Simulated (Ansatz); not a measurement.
```yaml
crystal:
  periodic: [false, false, false]
  atoms:
    - {symbol: Pt, position_ang: [-0.180911, 0.001360, 0.001065]}
    - {symbol: N, position_ang: [2.019046, -0.015181, -0.011884]}
    - {symbol: H, position_ang: [2.311928, -0.984763, -0.008739]}
    - {symbol: H, position_ang: [2.327757, 0.470443, 0.821631]}
    - {symbol: H, position_ang: [2.317831, 0.462009, -0.853845]}
basis:
  gaussian: {orbitals: def2-TZVP}
hamiltonian: {xc: pbe0}
relax: {f_tol: 0.004, max_steps: 80}
```

```sh
$ ansatz run in.yaml --threads 1 --pin off --events-out ev --progress --plain --max-ram 2176MiB
```

Steps of the relaxation (energy above the last step; positions in Å, forces in eV/Å):

```
5
step 1, 313.8 meV
Pt   -0.181    0.001    0.001    2.047   -0.015   -0.012
N     2.019   -0.015   -0.012   -2.126    0.016    0.013
H     2.312   -0.985   -0.009    0.027    0.095   -0.001
H     2.328    0.470    0.822    0.025   -0.048   -0.082
H     2.318    0.462   -0.854    0.026   -0.047    0.082
```

```
5
step 2, 9.0 meV
Pt   -0.002    0.000    0.000    0.044    0.000    0.000
N     1.968   -0.015   -0.012   -0.608    0.005    0.004
H     2.269   -0.981   -0.009    0.187   -0.137    0.000
H     2.285    0.469    0.819    0.189    0.067    0.116
H     2.275    0.460   -0.850    0.188    0.066   -0.119
```

```
5
step 3, 2.5 meV
Pt   -0.006    0.000    0.000   -0.019    0.000    0.000
N     1.958   -0.015   -0.012   -0.273    0.002    0.002
H     2.274   -0.979   -0.009    0.097   -0.038    0.000
H     2.290    0.468    0.817    0.097    0.018    0.032
H     2.280    0.460   -0.849    0.097    0.018   -0.033
```

```
5
step 6, 0.0 meV
Pt   -0.016    0.000    0.000    0.000    0.000    0.000
N     1.946   -0.015   -0.011    0.000    0.000    0.000
H     2.281   -0.975   -0.009    0.000    0.000    0.000
H     2.297    0.466    0.813    0.000    0.000    0.000
H     2.287    0.457   -0.845    0.000    0.000    0.000
```

Close pairs at the end: N2–H4 1.017 Å, N2–H3 1.017 Å, N2–H5 1.017 Å, Pt1–N2 1.962 Å.

A stationary point of restricted PBE0 after 6 steps (its stability towards spin polarisation wasn't tested); no frequencies were run, so it isn't proven a minimum. 9 s on 1 thread of Intel Xeon 6975P-C, shared host.
